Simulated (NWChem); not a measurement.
Molecule: formaldehyde (CH$_{2}$O); SMILES C=O

Computed with NWChem. Structure relaxed at the B3LYP/6-31G* (spherical d) level. Ions are spin-unrestricted doublets at the neutral geometry; other ion states weren't tried.

```json
[
 {"level": "PBE/cc-pVDZ", "basis functions": "38", "vertical ionisation energy, ΔSCF (eV)": "10.53", "−ε(HOMO) (eV)": "5.82", "ΔSCF minus −ε(HOMO) (eV)": "4.71"},
 {"level": "PBE/aug-cc-pVDZ", "basis functions": "64", "vertical ionisation energy, ΔSCF (eV)": "10.73", "−ε(HOMO) (eV)": "6.23", "ΔSCF minus −ε(HOMO) (eV)": "4.50"},
 {"level": "PBE/cc-pVTZ", "basis functions": "88", "vertical ionisation energy, ΔSCF (eV)": "10.69", "−ε(HOMO) (eV)": "6.13", "ΔSCF minus −ε(HOMO) (eV)": "4.56"},
 {"level": "PBE/aug-cc-pVTZ", "basis functions": "138", "vertical ionisation energy, ΔSCF (eV)": "10.75", "−ε(HOMO) (eV)": "6.27", "ΔSCF minus −ε(HOMO) (eV)": "4.48"},
 {"level": "PBE/cc-pVQZ", "basis functions": "170", "vertical ionisation energy, ΔSCF (eV)": "10.73", "−ε(HOMO) (eV)": "6.22", "ΔSCF minus −ε(HOMO) (eV)": "4.51"}
]
```
